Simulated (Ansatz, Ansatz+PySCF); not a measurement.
```tsv
atom	x (Å)	y (Å)	z (Å)
P	0.0000	0.0000	-0.9455
P	0.0000	0.0000	0.9455
```

RHF-MP2 on singlet P2 was run in several spherical basis sets with Ansatz (development build ahead of 0.2.0). Frozen core: 10 orbitals.

Task: Rank the basis sets by the total energy that they give, lowest first, with the distance from the lowest.
A. cc-pVDZ
B. cc-pVTZ
C. def2-SVP

Result: B (0.00 eV), A (2.09 eV), C (8.14 eV).

Totals follow the description of the cores as much as that of the bonds, so this order isn't one of quality for chemistry.
